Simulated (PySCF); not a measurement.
Compound: C3H5N3.
Cartesian coordinates in Å at the PBE0-D3(BJ)/def2-TZVP level; atoms count from 1:
```xyz
11
C3H5N3 angstrom
C     -1.3555    0.0109    0.4605
N      0.0034   -0.0025   -0.0203
C      0.7530   -1.0761   -0.3792
N      1.9548   -0.7057   -0.7211
N      2.0162    0.6511   -0.5858
C      0.8491    1.0498   -0.1663
H     -1.7700    1.0105    0.3372
H     -1.9617   -0.6869   -0.1171
H     -1.4030   -0.2632    1.5163
H      0.3785   -2.0885   -0.3780
H      0.5640    2.0704    0.0392
```

All values: wB97X-D/pcSseg-2 (PySCF, non-relativistic), on one gas-phase PBE0-D3(BJ)/def2-TZVP geometry that isn't relaxed in the solvent. The solvent is an IEF-PCM continuum (van der Waals radii × 1.2). Specific hydrogen bonds and non-electrostatic terms are outside this model.

Gas phase at wB97X-D/pcSseg-2: HOMO -9.27 eV, LUMO 1.84 eV, dipole 6.37 D.

Q: What does the continuum do to the energy, the frontier levels and the dipole at wB97X-D/pcSseg-2 in chloroform?

A: 
```json
{"solvent": "chloroform", "ε": "4.711", "E(solvent) − E(gas) (kcal/mol)": "-9.41", "polarisation term (kcal/mol)": "-11.45", "distortion of the solute (kcal/mol)": "2.04", "HOMO (eV)": "-9.58", "LUMO (eV)": "2.03", "dipole (D)": "7.88"}
```

The first energy column is the sum of the next two and covers electrostatics alone.

Q: Which radius a makes the point-dipole formula ΔE = −[(ε − 1)/(2ε + 1)]·μ²/a³ give the value in chloroform, with the gas-phase dipole?

A: μ = 2.508 au and |ΔE| = 0.01500 Eh give a = 2.81 Å; the farthest nucleus lies 2.20 Å from the centroid of the nuclei. The formula assumes a rigid point dipole at the centre of a sphere.

Q: Give the dipole vector in the frame of the coordinates (D, pointing from negative to positive charge), gas and chloroform.

A: Gas (-6.06, 0.08, 1.98), solvent (-7.49, 0.10, 2.45). Its length changes by +24 % and its direction by less than 1°.

Note: wB97X-D ran without an empirical dispersion term, which enters the total energy and its gradient alone.
